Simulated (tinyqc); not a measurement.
Inside a calculation. Method: coupled-perturbed Hartree-Fock on RHF in the sto-6g basis, for H2F+, spin multiplicity 1. Computed by tinyqc, a small Python program that keeps every step (integrals from PySCF). Settings: charge = 1, multiplicity = 1, basis = sto-6g, method = RHF, energy threshold = 1e-10, iteration cap = 61, orthogonalisation = symmetric, start = Wolfsberg-Helmholz matrix, DIIS depth = 6. Command: `OMP_NUM_THREADS=1 python tinyqc.py 30736 30737 out.jsonl` (the two numbers bound the seeds that draw the settings). One thread of a shared host (Intel(R) Xeon(R) Processor @ 2.60GHz), about 0.2 s of CPU time with the checks. The early iterations of the SCF are left out here.

## One-electron integrals

Geometry (angstrom):
```
atom         x          y         z
F     0.000000   0.000000  0.000000
H     0.000000   0.838000  0.616000
H     0.000000  -0.838000  0.616000
```

Basis sto-6g: exponents (1/bohr^2) and contraction coefficients of normalised primitives:
```
element  l (shell)     exponent  coefficient
F            s (1)  1728.626574     0.009164
F            s (1)   316.941790     0.049361
F            s (1)    88.668891     0.168538
F            s (1)    30.460157     0.370563
F            s (1)    11.828570     0.416492
F            s (1)     4.871659     0.130334
F            s (2)    67.032281    -0.013253
F            s (2)    13.267438    -0.046992
F            s (2)     4.123510    -0.033785
F            s (2)     1.586463     0.250242
F            s (2)     0.689002     0.595117
F            s (2)     0.315820     0.240706
F            p (3)    67.032281     0.003760
F            p (3)    13.267438     0.037679
F            p (3)     4.123510     0.173897
F            p (3)     1.586463     0.418036
F            p (3)     0.689002     0.425860
F            p (3)     0.315820     0.101708
H            s (1)    35.523221     0.009164
H            s (1)     6.513144     0.049361
H            s (1)     1.822143     0.168538
H            s (1)     0.625955     0.370563
H            s (1)     0.243077     0.416492
H            s (1)     0.100112     0.130334
```

Overlap, kinetic and nuclear-attraction integrals over the contracted functions; the nuclear repulsion is the sum of Za Zb / Rab.

nuclear repulsion = 9.47415117 hartree

overlap S, lower triangle:
```
           1F 1s     1F 2s    1F 2px     1F 2py    1F 2pz     2H 1s     3H 1s
1F 1s   1.000000
1F 2s   0.232479  1.000000
1F 2px  0.000000  0.000000  1.000000
1F 2py  0.000000  0.000000  0.000000   1.000000
1F 2pz  0.000000  0.000000  0.000000   0.000000  1.000000
2H 1s   0.038132  0.373844  0.000000   0.244819  0.179962  1.000000
3H 1s   0.038132  0.373844  0.000000  -0.244819  0.179962  0.198322  1.000000
```

kinetic energy T (hartree), lower triangle:
```
            1F 1s     1F 2s    1F 2px     1F 2py    1F 2pz      2H 1s     3H 1s
1F 1s   37.397730
1F 2s   -1.143349  1.082297
1F 2px   0.000000  0.000000  3.251325
1F 2py   0.000000  0.000000  0.000000   3.251325
1F 2pz   0.000000  0.000000  0.000000   0.000000  3.251325
2H 1s   -0.004242  0.071382  0.000000   0.146904  0.107987   0.768522
3H 1s   -0.004242  0.071382  0.000000  -0.146904  0.107987  -0.003191  0.768522
```

nuclear attraction V (hartree), lower triangle:
```
             1F 1s       1F 2s      1F 2px      1F 2py      1F 2pz      2H 1s      3H 1s
1F 1s   -78.840053
1F 2s    -8.102281  -12.489628
1F 2px    0.000000    0.000000  -12.431992
1F 2py    0.000000    0.000000    0.000000  -12.543250
1F 2pz   -0.014665   -0.170002    0.000000    0.000000  -12.492110
2H 1s    -1.521722   -3.509737    0.000000   -1.998928   -1.516957  -6.013665
3H 1s    -1.521722   -3.509737    0.000000    1.998928   -1.516957  -1.334956  -6.013665
```

core Hamiltonian H = T + V (hartree), lower triangle:
```
             1F 1s       1F 2s     1F 2px     1F 2py     1F 2pz      2H 1s      3H 1s
1F 1s   -41.442324
1F 2s    -9.245630  -11.407331
1F 2px    0.000000    0.000000  -9.180666
1F 2py    0.000000    0.000000   0.000000  -9.291925
1F 2pz   -0.014665   -0.170002   0.000000   0.000000  -9.240785
2H 1s    -1.525964   -3.438355   0.000000  -1.852023  -1.408970  -5.245143
3H 1s    -1.525964   -3.438355   0.000000   1.852023  -1.408970  -1.338147  -5.245143
```

## Two-electron integrals

Functions are numbered as in S; the eight-fold symmetry (ij|kl) = (ji|kl) = (kl|ij) leaves the list below.

Two-electron integrals (ij|kl) in chemists' order, unique and non-zero (hartree):
```
(11|11) 5.406240    (21|11) 0.768129    (21|21) 0.138909    (22|11) 1.266271
(22|21) 0.283987    (22|22) 0.926367    (31|31) 0.029452    (32|31) 0.044681
(32|32) 0.204753    (33|11) 1.266273    (33|21) 0.283987    (33|22) 0.926366
(33|33) 0.998085    (41|41) 0.029452    (42|41) 0.044681    (42|42) 0.204753
(43|43) 0.053789    (44|11) 1.266273    (44|21) 0.283987    (44|22) 0.926366
(44|33) 0.890506    (44|44) 0.998085    (51|51) 0.029452    (52|51) 0.044681
(52|52) 0.204753    (53|53) 0.053789    (54|54) 0.053789    (55|11) 1.266273
(55|21) 0.283987    (55|22) 0.926366    (55|33) 0.890506    (55|44) 0.890506
(55|55) 0.998085    (61|11) 0.134289    (61|21) 0.023280    (61|22) 0.046561
(61|33) 0.046481    (61|41) 0.000815    (61|42) 0.001593    (61|44) 0.046636
(61|51) 0.000599    (61|52) 0.001171    (61|54) 0.000114    (61|55) 0.046565
(61|61) 0.003967    (62|11) 0.338105    (62|21) 0.076958    (62|22) 0.279848
(62|33) 0.275892    (62|41) 0.004494    (62|42) 0.033813    (62|44) 0.283597
(62|51) 0.003304    (62|52) 0.024856    (62|54) 0.005664    (62|55) 0.280055
(62|61) 0.012900    (62|62) 0.104394    (63|31) 0.008568    (63|32) 0.048992
(63|43) 0.007066    (63|53) 0.005194    (63|63) 0.015353    (64|11) 0.184691
(64|21) 0.042634    (64|22) 0.165748    (64|33) 0.158711    (64|41) 0.010744
(64|42) 0.067938    (64|44) 0.177373    (64|51) 0.001600    (64|52) 0.013927
(64|54) 0.008524    (64|55) 0.161158    (64|61) 0.007459    (64|62) 0.075893
(64|64) 0.070128    (65|11) 0.135764    (65|21) 0.031339    (65|22) 0.121838
(65|33) 0.116666    (65|41) 0.001600    (65|42) 0.013927    (65|44) 0.119995
(65|51) 0.009744    (65|52) 0.059229    (65|54) 0.009514    (65|55) 0.128854
(65|61) 0.005483    (65|62) 0.055788    (65|64) 0.040265    (65|65) 0.044950
(66|11) 0.495044    (66|21) 0.114801    (66|22) 0.479897    (66|33) 0.463750
(66|41) 0.008485    (66|42) 0.088924    (66|44) 0.495197    (66|51) 0.006237
(66|52) 0.065367    (66|54) 0.023116    (66|55) 0.480743    (66|61) 0.019389
(66|62) 0.230872    (66|64) 0.194670    (66|65) 0.143099    (66|66) 0.774999
(71|11) 0.134289    (71|21) 0.023280    (71|22) 0.046561    (71|33) 0.046481
(71|41) -0.000815   (71|42) -0.001593   (71|44) 0.046636    (71|51) 0.000599
(71|52) 0.001171    (71|54) -0.000114   (71|55) 0.046565    (71|61) 0.003918
(71|62) 0.012537    (71|64) 0.006632    (71|65) 0.005330    (71|66) 0.018662
(71|71) 0.003967    (72|11) 0.338105    (72|21) 0.076958    (72|22) 0.279848
(72|33) 0.275892    (72|41) -0.004494   (72|42) -0.033813   (72|44) 0.283597
(72|51) 0.003304    (72|52) 0.024856    (72|54) -0.005664   (72|55) 0.280055
(72|61) 0.012537    (72|62) 0.085889    (72|64) 0.042860    (72|65) 0.044570
(72|66) 0.155473    (72|71) 0.012900    (72|72) 0.104394    (73|31) 0.008568
(73|32) 0.048992    (73|43) -0.007066   (73|53) 0.005194    (73|63) 0.012263
(73|73) 0.015353    (74|11) -0.184691   (74|21) -0.042634   (74|22) -0.165748
(74|33) -0.158711   (74|41) 0.010744    (74|42) 0.067938    (74|44) -0.177373
(74|51) -0.001600   (74|52) -0.013927   (74|54) 0.008524    (74|55) -0.161158
(74|61) -0.006632   (74|62) -0.042860   (74|64) -0.009505   (74|65) -0.021778
(74|66) -0.069706   (74|71) -0.007459   (74|72) -0.075893   (74|74) 0.070128
(75|11) 0.135764    (75|21) 0.031339    (75|22) 0.121838    (75|33) 0.116666
(75|41) -0.001600   (75|42) -0.013927   (75|44) 0.119995    (75|51) 0.009744
(75|52) 0.059229    (75|54) -0.009514   (75|55) 0.128854    (75|61) 0.005330
(75|62) 0.044570    (75|64) 0.021778    (75|65) 0.035079    (75|66) 0.089157
(75|71) 0.005483    (75|72) 0.055788    (75|74) -0.040265   (75|75) 0.044950
(76|11) 0.121192    (76|21) 0.027910    (76|22) 0.111170    (76|33) 0.109035
(76|44) 0.110965    (76|51) 0.001885    (76|52) 0.017297    (76|55) 0.113511
(76|61) 0.004634    (76|62) 0.042092    (76|64) 0.026655    (76|65) 0.025681
(76|66) 0.100921    (76|71) 0.004634    (76|72) 0.042092    (76|74) -0.026655
(76|75) 0.025681    (76|76) 0.021426    (77|11) 0.495044    (77|21) 0.114801
(77|22) 0.479897    (77|33) 0.463750    (77|41) -0.008485   (77|42) -0.088924
(77|44) 0.495197    (77|51) 0.006237    (77|52) 0.065367    (77|54) -0.023116
(77|55) 0.480743    (77|61) 0.018662    (77|62) 0.155473    (77|64) 0.069706
(77|65) 0.089157    (77|66) 0.312301    (77|71) 0.019389    (77|72) 0.230872
(77|74) -0.194670   (77|75) 0.143099    (77|76) 0.100921    (77|77) 0.774999
```

## Orthogonalisation

S = U s U^T; symmetric (Loewdin) form X = U s^(-1/2) U^T, so that X^T S X = 1.

eigenvalues of S: 0.471679  0.540693  0.899406  1.000000  1.089257  1.260985  1.737980

X, lower triangle:
```
            1F 1s      1F 2s    1F 2px     1F 2py     1F 2pz      2H 1s     3H 1s
1F 1s    1.022456
1F 2s   -0.132037   1.141486
1F 2px   0.000000   0.000000  1.000000
1F 2py   0.000000   0.000000  0.000000   1.060613
1F 2pz  -0.005489   0.056739  0.000000   0.000000   1.026745
2H 1s    0.016084  -0.205155  0.000000  -0.159554  -0.097052   1.113180
3H 1s    0.016084  -0.205155  0.000000   0.159554  -0.097052  -0.076684  1.113180
```

## Iteration 8 (converged): orbitals

converged F (hartree), lower triangle:
```
             1F 1s      1F 2s     1F 2px     1F 2py     1F 2pz      2H 1s      3H 1s
1F 1s   -26.943202
1F 2s    -6.525041  -3.486657
1F 2px    0.000000   0.000000  -1.035881
1F 2py    0.000000   0.000000   0.000000  -0.964111
1F 2pz   -0.022526  -0.111498   0.000000   0.000000  -0.993578
2H 1s    -1.078777  -1.112967   0.000000  -0.500327  -0.419971  -0.809277
3H 1s    -1.078777  -1.112967   0.000000   0.500327  -0.419971  -0.361075  -0.809277
```

Diagonalise F' = X^T F X, C = X C', fill 5 alpha and 5 beta electrons from the bottom; D = 2 C_occ C_occ^T. Each column has its largest component positive (the first on a tie).

F' = X^T F X (hartree), lower triangle:
```
            1          2          3          4          5          6          7
1  -26.527795
2   -3.203861  -2.216527
3    0.000000   0.000000  -1.035881
4    0.000000   0.000000   0.000000  -0.768677
5   -0.035778   0.035938   0.000000   0.000000  -0.900580
6   -0.154786  -0.452294   0.000000  -0.408637  -0.285004  -0.383050
7   -0.154786  -0.452294   0.000000   0.408637  -0.285004  -0.079353  -0.383050
```

orbital energies (hartree): MO1 -26.946359, MO2 -2.045398, MO3 -1.159100, MO4 -1.069255, MO5 -1.035881, MO6 -0.046293, MO7 0.086725

coefficients C:
```
              MO1        MO2        MO3        MO4       MO5        MO6        MO7
1F 1s    0.997128  -0.238127   0.000000   0.061808  0.000000   0.092790   0.000000
1F 2s    0.012838   0.953997   0.000000  -0.331293  0.000000  -0.622728   0.000000
1F 2px   0.000000   0.000000   0.000000   0.000000  1.000000   0.000000   0.000000
1F 2py   0.000000   0.000000   0.752531   0.000000  0.000000   0.000000  -0.780713
1F 2pz   0.001705   0.103680   0.000000   0.864676  0.000000  -0.563806   0.000000
2H 1s   -0.002297   0.077574   0.338790   0.221894  0.000000   0.730526   0.786491
3H 1s   -0.002297   0.077574  -0.338790   0.221894  0.000000   0.730526  -0.786491
```

D after iteration 8, lower triangle:
```
            1F 1s      1F 2s    1F 2px     1F 2py    1F 2pz      2H 1s     3H 1s
1F 1s    2.109577
1F 2s   -0.469695   2.040061
1F 2px   0.000000   0.000000  2.000000
1F 2py   0.000000   0.000000  0.000000   1.132605
1F 2pz   0.060909  -0.375057  0.000000   0.000000  1.516832
2H 1s   -0.014096   0.000928  0.000000   0.509900  0.399810   0.340077
3H 1s   -0.014096   0.000928  0.000000  -0.509900  0.399810  -0.119038  0.340077
```

## Convergence

Stop when the energy changes by less than 1e-10 hartree and every element of the error matrix X^T (F D S - S D F) X is below 3e-06.

Course of the cycle:
```
iteration   E (hartree)     change  largest element of the error matrix
1          -99.49012137          -                             5.64e-01
2          -99.76156435  -2.71e-01                             1.12e-01
3          -99.77860445  -1.70e-02                             2.28e-02
4          -99.77925742  -6.53e-04                             3.83e-03
5          -99.77928565  -2.82e-05                             1.21e-03
6          -99.77929077  -5.12e-06                             1.64e-05
7          -99.77929077  -4.58e-10                             1.55e-07
8          -99.77929077  -9.95e-14                             8.12e-10
```

PySCF RHF in the same basis = -99.77929077 hartree

Converged in 8 iterations.

## Integrals over molecular orbitals

(pq|rs) = sum C_ip C_jq C_kr C_ls (ij|kl), one index at a time.

one-electron integrals over orbitals h = C^T H C (hartree), lower triangle:
```
            1          2          3          4          5          6          7
1  -41.428941
2    0.703250  -9.693074
3    0.000000   0.000000  -8.047615
4   -0.175177   0.367982   0.000000  -8.647152
5    0.000000   0.000000   0.000000   0.000000  -9.180666
6   -0.276532   1.355888   0.000000   1.465201   0.000000  -5.629635
7    0.000000   0.000000   2.164469   0.000000   0.000000   0.000000  -5.948289
```

Two-electron integrals over orbitals (pq|rs), unique and non-zero (hartree):
```
(11|11) 5.381490    (21|11) -0.517787   (21|21) 0.080762    (22|11) 1.225092
(22|21) -0.021021   (22|22) 0.864881    (31|31) 0.018093    (32|31) 0.025972
(32|32) 0.156763    (33|11) 0.991095    (33|21) -0.007838   (33|22) 0.760001
(33|33) 0.734817    (41|11) 0.136866    (41|21) -0.018535   (41|22) 0.013966
(41|33) 0.004666    (41|41) 0.028882    (42|11) -0.101614   (42|21) 0.008545
(42|22) -0.000794   (42|33) -0.007901   (42|41) 0.029107    (42|42) 0.159225
(43|31) -0.003870   (43|32) 0.005713    (43|43) 0.049449    (44|11) 1.147436
(44|21) -0.013760   (44|22) 0.811686    (44|33) 0.709517    (44|41) -0.010710
(44|42) -0.088779   (44|44) 0.875825    (51|51) 0.030377    (52|51) 0.039098
(52|52) 0.182664    (53|53) 0.038377    (54|51) -0.009603   (54|52) -0.034878
(54|54) 0.053742    (55|11) 1.265981    (55|21) -0.013535   (55|22) 0.884327
(55|33) 0.747577    (55|41) 0.003414    (55|42) -0.053539   (55|44) 0.828046
(55|55) 0.998085    (61|11) 0.213469    (61|21) -0.035265   (61|22) 0.004252
(61|33) 0.001889    (61|41) -0.005225   (61|42) -0.019900   (61|44) 0.013029
(61|55) 0.005229    (61|61) 0.022618    (62|11) -0.291327   (62|21) 0.007898
(62|22) -0.146131   (62|33) -0.091871   (62|41) -0.018231   (62|42) -0.043865
(62|44) -0.097229   (62|55) -0.148342   (62|61) 0.005347    (62|62) 0.077597
(63|31) -0.004194   (63|32) 0.021684    (63|43) 0.017537    (63|63) 0.064747
(64|11) -0.280297   (64|21) 0.003271    (64|22) -0.149014   (64|33) -0.090184
(64|41) -0.004789   (64|42) 0.016497    (64|44) -0.156190   (64|55) -0.155195
(64|61) 0.000854    (64|62) 0.060641    (64|64) 0.081283    (65|51) -0.013183
(65|52) -0.050696   (65|54) -0.008816   (65|65) 0.025681    (66|11) 0.706454
(66|21) -0.005839   (66|22) 0.576018    (66|33) 0.554641    (66|41) 0.015954
(66|42) 0.066913    (66|44) 0.540414    (66|55) 0.550108    (66|61) -0.005362
(66|62) -0.057683   (66|64) -0.029315   (66|66) 0.547734    (71|31) -0.017233
(71|32) -0.023748   (71|43) 0.003797    (71|63) 0.003735    (71|71) 0.016428
(72|31) -0.017431   (72|32) -0.065722   (72|43) 0.023865    (72|63) 0.026337
(72|71) 0.016032    (72|72) 0.055136    (73|11) -0.423621   (73|21) 0.008028
(73|22) -0.207969   (73|33) -0.164208   (73|41) 0.001319    (73|42) 0.060395
(73|44) -0.195470   (73|55) -0.230239   (73|61) -0.004996   (73|62) 0.068701
(73|64) 0.091170    (73|66) -0.019186   (73|73) 0.161319    (74|31) 0.007633
(74|32) 0.057202    (74|43) -0.006055   (74|63) 0.043036    (74|71) -0.007227
(74|72) -0.010647   (74|74) 0.051029    (75|53) -0.025329   (75|75) 0.019252
(76|31) 0.009442    (76|32) 0.090160    (76|43) 0.049351    (76|63) 0.079731
(76|71) -0.008773   (76|72) 0.007337    (76|74) 0.063341    (76|76) 0.158874
(77|11) 0.780544    (77|21) -0.007008   (77|22) 0.606508    (77|33) 0.608073
(77|41) 0.003301    (77|42) 0.010312    (77|44) 0.582166    (77|55) 0.591798
(77|61) 0.001928    (77|62) -0.044634   (77|64) -0.028874   (77|66) 0.539848
(77|73) -0.062351   (77|77) 0.573983
```

## Response to a field: uncoupled start

dipole integrals <a|z|i> (bohr):
```
           i1        i2        i3        i4        i5
a6  -0.029056  0.055571  0.000000  0.442214  0.000000
a7   0.000000  0.000000  0.570376  0.000000  0.000000
```

Field along z; U_ai = -mu_ai / (e_a - e_i), alpha = -4 sum U_ai mu_ai.

uncoupled U:
```
          i1         i2         i3         i4        i5
a6  0.001080  -0.027798   0.000000  -0.432288  0.000000
a7  0.000000   0.000000  -0.457830   0.000000  0.000000
```

uncoupled polarisability = 1.815497 bohr^3

## Coupled step 1

U_ai = -(mu_ai + sum_bj [4 (ai|bj) - (ab|ij) - (aj|bi)] U_bj) / (e_a - e_i); alpha = -4 sum U_ai mu_ai.

U after step 1:
```
          i1        i2         i3         i4        i5
a6  0.000349  0.028543   0.000000  -0.432607  0.000000
a7  0.000000  0.000000  -0.405397   0.000000  0.000000
```

polarisability = 1.683830 bohr^3

## Coupled step 2

As before.

U after step 2:
```
          i1        i2         i3         i4        i5
a6  0.000350  0.034090   0.000000  -0.453000  0.000000
a7  0.000000  0.000000  -0.407283   0.000000  0.000000
```

polarisability = 1.722970 bohr^3

## Coupled polarisability

Repeat until U stops changing; compare with -d2E/dF2.

Course of the coupled iterations:
```
step  alpha (bohr^3)
0           1.815497
1           1.683830
2           1.722970
3           1.725004
4           1.726969
5           1.727540
6           1.727794
7           1.727899
8           1.727946
9           1.727967
10          1.727977
11          1.727981
12          1.727983
13          1.727984
14          1.727984
15          1.727984
16          1.727984
17          1.727985
18          1.727985
19          1.727985
20          1.727985
```

coupled polarisability = 1.727985 bohr^3

finite-field check, fields of +/-0.001 au = 1.727985 bohr^3
